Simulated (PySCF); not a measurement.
# How well do the runs reproduce experiment for dichlorosilane?

**What was measured.**

NIST CCCBDB Release 22 (SRD 101), experimental dipoles lists, for the gas: dipole moment (microwave Stark effect, vibrational ground state) 1.13 ± 0.02 D.

How close the calculation comes is told at the end.

Compound: dichlorosilane, Cl₂H₂Si.
Atom-mapped SMILES: `[Cl:1][SiH2:2][Cl:3]` (hydrogens: H4, H5 on Si2)

Geometry (GFN2-xTB, Å), atoms numbered from 1 in this order:
```xyz
5
Cl2H2Si angstrom
Cl    -1.6186    1.0524   -0.0476
Si    -0.0012   -0.1390    0.0037
Cl     1.6649    0.9823   -0.0608
H     -0.0121   -0.8868    1.2517
H     -0.0244   -1.0060   -1.1642
```

The PySCF runs (gas phase, on this GFN2-xTB geometry; no spin–orbit coupling):

```csv
level,job,basis functions
PBE0/pcSseg-1,"shieldings, charges and field gradients",82
B3LYP/def2-SVPD,"8 singlets by full TDDFT, 3 Tamm–Dancoff triplets, polarisability",94
```

Results beside the measurements:

**Dipole moment.** Measured: 1.13 D (NIST CCCBDB Release 22 (SRD 101), experimental dipoles).

| level | computed (D) | computed − measured (D) | % (from the printed values) |
| --- | --- | --- | --- |
| PBE0/pcSseg-1 | 1.43 | +0.30 | +27 |
| B3LYP/def2-SVPD | 1.16 | +0.03 | +3 |

Closest is B3LYP/def2-SVPD (+0.03 D), furthest PBE0/pcSseg-1 (+0.30 D); one molecule doesn't rank methods. The computed dipoles belong to one fixed geometry; measured ones are averaged over vibrations unless marked μe. Magnitudes are compared, not signs.

The geometry is computed, not the measured one. Where a level misses, the cause wasn't examined.
